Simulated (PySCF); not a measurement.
**HGaAl⁺, quintet: the ladder up to full CI**

Geometry: that of the HGaAl, quartet, kept fixed.

| atom | x (Å) | y (Å) | z (Å) |
| --- | --- | --- | --- |
| Al | 0.0000 | 0.0000 | 2.0585 |
| Ga | 0.0000 | 0.0000 | -0.2499 |
| H | 0.0000 | 0.0000 | -1.8086 |

Basis cc-pVDZ; PySCF 2.14.0. Only valence electrons are correlated (noble-gas cores and the filled d shells of p-block atoms frozen), which leaves 6 electrons in 31 orbitals. R marks a restricted (for open shells ROHF) determinant. No spin–orbit coupling is included, and no scalar relativity.

Full CI is exact within this basis and frozen core; it isn't the basis-set limit.

The UHF ⟨S²⟩ is 6.018 and the T1 diagnostic (ROHF- or RHF-based CCSD) is 0.0611. The largest doubles amplitude (ROHF- or RHF-based CCSD) is 0.091.

Problem. From what is known of these methods and the diagnostics, rank them by the size of their error in total energy against full CI in cc-pVDZ, smallest first (an estimate: the text doesn't fix the numbers).
A. RCCSD
B. RCCSDT
C. RMP2
D. RCCSD(T)
E. RHF

Solution. B (0.4 kJ/mol), D (4.0 kJ/mol), A (11.2 kJ/mol), C (72.8 kJ/mol), E (206.1 kJ/mol).

All errors are against full CI in cc-pVDZ. T1 is large (0.061) while the doubles stay small, which points to orbital relaxation. Within each family the higher level lies nearer, as is usual though not guaranteed.

The full-CI state has the irrep A2 of C2v, in the program's axes (one component, if the state is degenerate).

Natural occupations of full CI about the gap: 1.916 1.014 0.974 0.965 0.965 0.041 0.032 0.032 0.010 0.008; effectively unpaired electrons, Σ n²(2−n)², 4.04.
